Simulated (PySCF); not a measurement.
# CHFO: magnetic properties

The task here is to estimate one member of a computed series from the others.

Programs: PySCF 2.14.0, with routines of our own; each step states its level. All values are computed. Atoms count from 0.

## The system as given

4 atoms, charge 0, multiplicity 1; geometry from: GFN2-xTB.

The first run:

What the job is given:

```
{"job": {"xc": "PBE0", "basis": "def2-SVP", "d3": "d3bj", "grid": 1, "kind": "geom"}, "charge": 0, "multiplicity": 1}
O     -0.884668    -0.854057    -0.001358
C     -0.088791     0.005260    -0.005584
F      1.229824    -0.238669    -0.007178
H     -0.246131     1.092239    -0.008735
```

The run is started by

```bash
OMP_NUM_THREADS=1 python excited_run.py task.json out
```

One launch serves the whole session: the jobs run in the order shown.

Steps of the session up to this table: Geometry optimisation at PBE0-D3(BJ)/def2-SVP; Magnetic properties: GIAO B3LYP/aug-pcSseg-1; Magnetic properties: GIAO B3LYP/IGLO-II; Magnetic properties: GIAO B3LYP/pcseg-1; Magnetic properties: GIAO B3LYP/def2-QZVP; Magnetic properties: GIAO B3LYP/def2-TZVP; Magnetic properties: GIAO B3LYP/def2-TZVPD.

One table of the session follows, with a row left open; its other results are not shown here.

It belongs to the step «Magnetic properties side by side». 

```
                  level  gap (eV)
GIAO B3LYP/aug-pcSseg-1      7.94
     GIAO B3LYP/IGLO-II      8.05
     GIAO B3LYP/pcseg-1         ?
   GIAO B3LYP/def2-QZVP      7.98
   GIAO B3LYP/def2-TZVP      8.03
  GIAO B3LYP/def2-TZVPD      7.95
```

**Question.** Estimate the row for GIAO B3LYP/pcseg-1.

The run gave: gap (eV): 8.10. In the column «gap (eV)» it is the highest.

Caveats from the session: Vibrational averaging and real surroundings are missing from these values.
